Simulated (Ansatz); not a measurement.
# CH6N3: the cost of one run

Method: RKS B3LYP-D4/def2-SVP, in Ansatz 0.2.0.

### Step 1. Starting point

Bond lengths: N1–C2 1.328 Å, C2–N3 1.328 Å, C2–N4 1.328 Å, N1–H5 1.007 Å, N1–H6 1.007 Å, N3–H7 1.007 Å, N3–H8 1.007 Å, N4–H9 1.007 Å, N4–H10 1.007 Å. Angles: N1–C2–N3 120.0°, N1–C2–N4 120.0°, N3–C2–N4 120.0°, C2–N1–H5 121.4°, C2–N1–H6 121.4°, H5–N1–H6 117.2°, C2–N3–H7 121.4°, C2–N3–H8 121.4°, H7–N3–H8 117.2°, C2–N4–H9 121.4°, C2–N4–H10 121.4°, H9–N4–H10 117.2°.

Structure file:

```xyz
10

N    -1.1155    0.5121   -0.5069
C    -0.0009   -0.0010    0.0009
N     0.5122   -1.1133   -0.5123
N     0.6023    0.5997    1.0203
H    -1.5896    0.0757   -1.2806
H    -1.5211    1.3560   -0.1364
H     1.3563   -1.5198   -0.1434
H     0.0724   -1.5860   -1.2849
H     1.4497    0.2310    1.4199
H     0.2342    1.4458    1.4235
```

### Step 2. End point A

The input, input.yaml:

```yaml
crystal:
  periodic: [false, false, false]
  atoms:
    - { symbol: "N", position_ang: [-1.11551, 0.51211, -0.50692] }
    - { symbol: C, position_ang: [-0.00089, -0.00103, 0.00086] }
    - { symbol: "N", position_ang: [0.51221, -1.11334, -0.5123] }
    - { symbol: "N", position_ang: [0.6023, 0.59966, 1.02028] }
    - { symbol: H, position_ang: [-1.58962, 0.07568, -1.28056] }
    - { symbol: H, position_ang: [-1.52106, 1.35602, -0.13645] }
    - { symbol: H, position_ang: [1.35628, -1.51984, -0.1434] }
    - { symbol: H, position_ang: [0.07237, -1.58605, -1.28488] }
    - { symbol: H, position_ang: [1.4497, 0.23104, 1.41992] }
    - { symbol: H, position_ang: [0.23423, 1.44575, 1.42346] }
total_charge: 1
basis:
  gaussian: { orbitals: def2-SVP }
hamiltonian:
  xc: b3lyp
  dispersion: d4
relax:
  f_tol: 0.015
  max_steps: 40
```

On the command line:

```
> ansatz run input.yaml --threads 1 --pin off --max-ram 2048MiB --backend cpu --events-out ev --progress --plain --runs-dir out
```

**Question.** How long does this run take on 1 thread of Intel Xeon Platinum 8259CL at 2.50GHz (Skylake/Cascade Lake), shared host, and how much memory does it need?

About 13 s, with a peak of 0.18 GiB.
